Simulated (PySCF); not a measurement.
C₂H₇N, septet, at the geometry of the source list (a higher spin typed on purpose: for a closed-shell molecule this is an excited state); HF/6-31G (PySCF).

PySCF was given this input:
```python
from pyscf import gto, scf

mol = gto.Mole()
mol.atom = '''
    C     1.18970000    0.18650000    0.13320000
    N    -0.00830000    0.19880000   -0.68070000
    C    -1.20580000   -0.08280000    0.08390000
    H     1.35830000   -0.76830000    0.65570000
    H     1.10620000    0.97390000    0.88260000
    H     2.04980000    0.39670000   -0.49920000
    H     0.08390000   -0.48530000   -1.42740000
    H    -1.17930000   -1.05360000    0.60350000
    H    -2.06480000   -0.06590000   -0.58390000
    H    -1.32970000    0.70000000    0.83240000
'''
mol.basis = '6-31g'
mol.spin = 6
mol.verbose = 4
mol.build()

mf = scf.ROHF(mol)
mf.kernel()
```

Output, abridged:

```
PySCF version 2.14.0

[INPUT] verbose = 4
[INPUT] num. atoms = 10
[INPUT] num. electrons = 26
[INPUT] charge = 0
[INPUT] spin (= nelec alpha-beta = 2S) = 6
[INPUT] symmetry False subgroup None
[INPUT] Mole.unit = angstrom
[INPUT] Symbol           X                Y                Z      unit          X                Y                Z       unit  Magmom
[INPUT]  1 C      1.189700000000   0.186500000000   0.133200000000 AA    2.248207170395   0.352433922231   0.251711519792 Bohr   0.0
[INPUT]  2 N     -0.008300000000   0.198800000000  -0.680700000000 AA   -0.015684726834   0.375677553564  -1.286336572991 Bohr   0.0
[INPUT]  3 C     -1.205800000000  -0.082800000000   0.083900000000 AA   -2.278631761001  -0.156469323114   0.158548021851 Bohr   0.0
[INPUT]  4 H      1.358300000000  -0.768300000000   0.655700000000 AA    2.566814994997  -1.451876581503   1.239093419877 Bohr   0.0
[INPUT]  5 H      1.106200000000   0.973900000000   0.882600000000 AA    2.090415038994   1.840404272714   1.667872277541 Bohr   0.0
[INPUT]  6 H      2.049800000000   0.396700000000  -0.499200000000 AA    3.873560610133   0.749654353615  -0.943351281383 Bohr   0.0
[INPUT]  7 H      0.083900000000  -0.485300000000  -1.427400000000 AA    0.158548021851  -0.917084088251  -2.697395070204 Bohr   0.0
[INPUT]  8 H     -1.179300000000  -1.053600000000   0.603500000000 AA   -2.228554018700  -1.991015444842   1.140449716175 Bohr   0.0
[INPUT]  9 H     -2.064800000000  -0.065900000000  -0.583900000000 AA   -3.901906502002  -0.124532951609  -1.103411084134 Bohr   0.0
[INPUT] 10 H     -1.329700000000   0.700000000000   0.832400000000 AA   -2.512768827834   1.322808287196   1.573008026088 Bohr   0.0

nuclear repulsion = 84.5249807862382
number of shells = 29
number of NR pGTOs = 94
number of NR cGTOs = 41
basis = 6-31g
ecp = {}

******** <class 'pyscf.scf.rohf.ROHF'> ********
method = ROHF
initial guess = minao
damping factor = 0
level_shift factor = 0
DIIS = <class 'pyscf.scf.diis.CDIIS'>
diis_start_cycle = 1
diis_space = 8
diis_damp = 0
SCF conv_tol = 1e-09
SCF conv_tol_grad = None
SCF max_cycles = 50
direct_scf = True
direct_scf_tol = 1e-13
num. doubly occ = 10  num. singly occ = 6
Set gradient conv threshold to 3.16228e-05
init E= -134.520044030029
  HOMO = 0.22605267066868  LUMO = 0.240902974859645  gap/eV = 0.40410
cycle= 1 E= -132.810184028385  delta_E= 1.71  |g|= 0.537  |ddm|= 16.7
  HOMO = 0.0767304194347289  LUMO = 0.148151405700552  gap/eV = 1.94346
cycle= 2 E= -132.882280730804  delta_E= -0.0721  |g|= 0.456  |ddm|= 3.95
  HOMO = 0.108686428232119  LUMO = 0.202293690273436  gap/eV = 2.54718
cycle= 3 E= -132.963372955014  delta_E= -0.0811  |g|= 0.108  |ddm|= 1.64
  HOMO = 0.116934428680601  LUMO = 0.213532824089667  gap/eV = 2.62858
cycle= 4 E= -132.982102784891  delta_E= -0.0187  |g|= 0.0607  |ddm|= 1.01
  HOMO = 0.112090690787577  LUMO = 0.212289309259605  gap/eV = 2.72654
cycle= 5 E= -132.993866220456  delta_E= -0.0118  |g|= 0.0397  |ddm|= 1.15
  HOMO = 0.113315391377482  LUMO = 0.212263156125879  gap/eV = 2.69251
cycle= 6 E= -132.99968031819  delta_E= -0.00581  |g|= 0.03  |ddm|= 1.22
  HOMO = 0.113415232577363  LUMO = 0.212986690815866  gap/eV = 2.70948
cycle= 7 E= -133.004822903157  delta_E= -0.00514  |g|= 0.021  |ddm|= 1.54
  HOMO = 0.119105249792306  LUMO = 0.21419256602047  gap/eV = 2.58746
cycle= 8 E= -133.009158343778  delta_E= -0.00434  |g|= 0.0196  |ddm|= 1.61
  HOMO = 0.120526400792254  LUMO = 0.214601928737089  gap/eV = 2.55993
cycle= 9 E= -133.010135509146  delta_E= -0.000977  |g|= 0.0206  |ddm|= 0.266
  HOMO = 0.119611187840289  LUMO = 0.214156758469645  gap/eV = 2.57272
cycle= 10 E= -133.008766742993  delta_E= 0.00137  |g|= 0.0169  |ddm|= 0.531
  HOMO = 0.118731145255611  LUMO = 0.21414629814674  gap/eV = 2.59638
cycle= 11 E= -133.007128050215  delta_E= 0.00164  |g|= 0.00723  |ddm|= 1.66
  HOMO = 0.121813017174636  LUMO = 0.212757866280904  gap/eV = 2.47474
cycle= 12 E= -133.007182650395  delta_E= -5.46e-05  |g|= 0.00559  |ddm|= 0.313
  HOMO = 0.123224646669512  LUMO = 0.212284987992901  gap/eV = 2.42346
cycle= 13 E= -133.007349229266  delta_E= -0.000167  |g|= 0.00584  |ddm|= 0.296
  HOMO = 0.122861681269459  LUMO = 0.212295207674118  gap/eV = 2.43361
cycle= 14 E= -133.007299843432  delta_E= 4.94e-05  |g|= 0.00544  |ddm|= 0.0736
  HOMO = 0.124360249420637  LUMO = 0.212088835726334  gap/eV = 2.38722
cycle= 15 E= -133.007199064683  delta_E= 0.000101  |g|= 0.00376  |ddm|= 0.241
  HOMO = 0.124523545913469  LUMO = 0.211867187156073  gap/eV = 2.37674
cycle= 16 E= -133.007203258506  delta_E= -4.19e-06  |g|= 0.00178  |ddm|= 0.272
  HOMO = 0.123527965969052  LUMO = 0.212091971489303  gap/eV = 2.40995
cycle= 17 E= -133.007204068904  delta_E= -8.1e-07  |g|= 0.000907  |ddm|= 0.0694
  HOMO = 0.12418443145158  LUMO = 0.211956780986922  gap/eV = 2.38841
cycle= 18 E= -133.007204279487  delta_E= -2.11e-07  |g|= 0.00051  |ddm|= 0.0467
  HOMO = 0.124140718407245  LUMO = 0.211925057746732  gap/eV = 2.38873
cycle= 19 E= -133.007204518931  delta_E= -2.39e-07  |g|= 0.00018  |ddm|= 0.0332
  HOMO = 0.124138099968041  LUMO = 0.211924960918669  gap/eV = 2.38880
cycle= 20 E= -133.00720462605  delta_E= -1.07e-07  |g|= 0.00016  |ddm|= 0.00776
  HOMO = 0.124119942649684  LUMO = 0.21191991465678  gap/eV = 2.38916
cycle= 21 E= -133.007204644825  delta_E= -1.88e-08  |g|= 0.000145  |ddm|= 0.00428
  HOMO = 0.124088647173019  LUMO = 0.211925673433234  gap/eV = 2.39017
cycle= 22 E= -133.007204614421  delta_E= 3.04e-08  |g|= 9.8e-05  |ddm|= 0.00685
  HOMO = 0.124083621060746  LUMO = 0.211928484467788  gap/eV = 2.39038
cycle= 23 E= -133.007204587119  delta_E= 2.73e-08  |g|= 8.35e-05  |ddm|= 0.00498
  HOMO = 0.124082544023441  LUMO = 0.211928786739424  gap/eV = 2.39042
cycle= 24 E= -133.007204593101  delta_E= -5.98e-09  |g|= 9.07e-05  |ddm|= 0.000891
  HOMO = 0.124085024178138  LUMO = 0.211929479368172  gap/eV = 2.39037
cycle= 25 E= -133.007204544326  delta_E= 4.88e-08  |g|= 5.45e-05  |ddm|= 0.00402
  HOMO = 0.124089770663286  LUMO = 0.21193499541369  gap/eV = 2.39039
cycle= 26 E= -133.007204526461  delta_E= 1.79e-08  |g|= 2.38e-05  |ddm|= 0.00417
  HOMO = 0.124090998125274  LUMO = 0.211937633090448  gap/eV = 2.39043
cycle= 27 E= -133.007204527714  delta_E= -1.25e-09  |g|= 1.67e-05  |ddm|= 0.0012
  HOMO = 0.124092363078869  LUMO = 0.211939976765835  gap/eV = 2.39046
cycle= 28 E= -133.00720452839  delta_E= -6.76e-10  |g|= 9.34e-06  |ddm|= 0.0011
  HOMO = 0.124092394374803  LUMO = 0.211940298314891  gap/eV = 2.39046
Extra cycle  E= -133.007204528713  delta_E= -3.23e-10  |g|= 7.9e-06  |ddm|= 0.000294
converged SCF energy = -133.007204528713
```
